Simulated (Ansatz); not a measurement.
in.yaml

```yaml
crystal:
  periodic: [false, false, false]
  atoms:
    - {symbol: Si, position_ang: [-0.090650, 0.000000, 0.595316]}
    - {symbol: N, position_ang: [0.112778, 0.000000, -1.117785]}
    - {symbol: H, position_ang: [0.579153, -1.226824, 1.121000]}
    - {symbol: H, position_ang: [0.579153, 1.226824, 1.121000]}
    - {symbol: H, position_ang: [-0.099805, -0.830073, -1.648445]}
    - {symbol: H, position_ang: [-0.099805, 0.830073, -1.648445]}
basis:
  gaussian: {orbitals: cc-pVDZ}
total_charge: 1
magnetization: {spin_polarized: false, initial_magnetization: 2}
hamiltonian: {xc: {name: PBE0}}
correlation: {method: ccsd_t, electrons: outside_noble_gas}
scf: {lower_state_search: off}
```

```sh
$ ansatz run in.yaml --threads 1 --pin off --events-out ev --progress --plain --max-ram 2393MiB
```

The program prints:

```
these checks for a lower state are left out or cut short: stability, starts, cluster_reference, orbital_swaps, neighbouring_geometries, increment
493 factors; integrals over basis functions are off by at most 9.5e-4 eV
mean field evaluation 1: about -9400.1825 eV, gradient 8.1e1 eV
mean field evaluation 2: about -9400.3057 eV, gradient 8.1e1 eV
mean field evaluation 4: about -9411.0129 eV, gradient 3.2e1 eV
mean field evaluation 8: about -9411.3004 eV, gradient 3.3e1 eV
mean field evaluation 16: about -9416.1191 eV, gradient 1.4e-3 eV
mean field -9416.11906020 eV, -346.0359929877 hartree, gradient 6.1e-6 eV, S^2 2.000000; 0 other end points of the search recorded, 0 dependent functions left out
6 core orbitals not correlated: weight in the atoms' cores, before any rotation towards them, 1.000 or more for the frozen orbitals, at most 0.000 for the correlated occupied ones
reference -9397.33140685 eV, -345.3455594616 hartree; 7, 5 occupied and 39, 41 virtual orbitals, 493 factors
second order -5.93283956 eV of doubles, -0.24161635 eV of singles
cycle   1  -6.82656360 eV  change   -6.5e-1 eV  update   5.2e-2
cycle   2  -7.04740982 eV  change   -2.2e-1 eV  update   1.7e-2
cycle   3  -7.06393438 eV  change   -1.7e-2 eV  update   5.3e-3
cycle   4  -7.06599444 eV  change   -2.1e-3 eV  update   2.4e-3
cycle   5  -7.06638942 eV  change   -3.9e-4 eV  update   9.1e-4
cycle   6  -7.06648767 eV  change   -9.8e-5 eV  update   3.4e-4
cycle   7  -7.06656068 eV  change   -7.3e-5 eV  update   1.3e-4
cycle   8  -7.06659011 eV  change   -2.9e-5 eV  update   6.7e-5
cycle   9  -7.06658315 eV  change    7.0e-6 eV  update   4.0e-5
cycle  10  -7.06658317 eV  change   -2.0e-8 eV  update   2.3e-5
cycle  11  -7.06658364 eV  change   -4.7e-7 eV  update   1.2e-5
perturbative correction -0.13622752 eV, -0.0050062690 hartree
Total energy: -9404.53421801 eV, -345.6102578895 hartree
Checks for a lower state left out: stability, starts, cluster_reference, orbital_swaps, neighbouring_geometries, increment
```

Ran on 1 thread of Arm Neoverse V1, shared host: 2.1 s wall, 0.23 GiB peak host memory.
